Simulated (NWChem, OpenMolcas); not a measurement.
**Si2H6 (disilane): methods side by side**

Si2H6: 8 atoms, total charge 0, spin state singlet. SMILES: `[SiH3][SiH3]`. The coordinates come from a PBE0-D4/def2-TZVP relaxation.

```xyz
8

Si   -0.3405    0.4902   -1.0049
Si    0.3635   -0.5044    0.9910
H     0.8339    0.9482   -1.7949
H    -1.1129   -0.4839   -1.8219
H    -1.2080    1.6641   -0.7179
H     1.1390    0.4686    1.8063
H     1.2281   -1.6805    0.7040
H    -0.8110   -0.9592    1.7826
```

Each level gives the energy change with the Si1–H5 bond stretched from 1.488 to 1.934 Å (eV). The values are calculated.

```csv
level,kind,program,value (eV)
SVWN5/aug-cc-pVDZ (restricted),LDA,NWChem,0.84
M06-L/aug-cc-pVDZ (restricted),meta-GGA,NWChem,0.98
TPSS/aug-cc-pVDZ (restricted),meta-GGA,NWChem,0.93
BHLYP/aug-cc-pVDZ (restricted),global hybrid,NWChem,1.03
PBE0/aug-cc-pVDZ (restricted),global hybrid,OpenMolcas,0.94
CAM-B3LYP/aug-cc-pVDZ (restricted),range-separated hybrid,NWChem,0.98
B2PLYP/aug-cc-pVDZ (restricted),double hybrid,OpenMolcas,0.97
CCSD/aug-cc-pVDZ (restricted),coupled cluster or CI,NWChem,0.94
```

The first shape isn't each level's own minimum. The values span 0.84 to 1.03 eV.
